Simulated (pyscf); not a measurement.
This saddle point was located with ωB97X-D3(BJ)/def2-SVP in PySCF.

```xyz
7

O     -1.0867     0.3747     1.1431
Zn     0.3627     0.2100    -0.0082
Cl     2.1160     1.0561    -0.8573
H     -1.3752     1.1297     1.6662
Se    -0.8930    -2.0102    -0.4165
H     -1.5301    -0.9707     0.5753
H     -1.6041    -1.4731    -1.5815
```
Charge 0, spin multiplicity 1.

Surface: singlet, charge 0. Lowest wavenumbers (cm⁻¹): 408i, 86, 95, 167, 175.

Task: Name the species on either side of this saddle.

Result: HO–Zn–Cl + H₂Se ⇌ H₂O + Cl–Zn–SeH, a four-centre exchange read from left to right: O–Zn, H–Se broken and H–O, Se–Zn formed. At ωB97M-D3(BJ)/def2-TZVP it lies -4.7 kcal/mol from the left side and +13.4 kcal/mol from the right (each side as separated species at their lowest minima found). On the reactant side the descent ends in an adduct with a Se–Zn contact, 13.2 kcal/mol under the separated species and 4.3 kcal/mol under the saddle at ωB97X-D3(BJ)/def2-TZVP. On the product side the descent ends in an adduct with a O–Zn contact (not fully relaxed), 15.7 kcal/mol under the separated species and 27.7 kcal/mol under the saddle at ωB97X-D3(BJ)/def2-TZVP. At ωB97M-D3(BJ) the saddle lies under the separated reactants, which points to a path from their complex (located at ωB97X-D3(BJ) alone). What is counted as formed (Se–Zn) is already present as a longer contact in the reactant adduct; forming that adduct is a step of its own. What is counted as broken (O–Zn) persists as a longer contact in the product adduct; parting that adduct is a step of its own. At ωB97X-D3(BJ)/def2-TZVP the barrier from the zero used here is -8.9 kcal/mol. This is the saddle that the search found; another between the same sides may lie lower. Elements up to Kr have no core potential and no relativistic terms here.
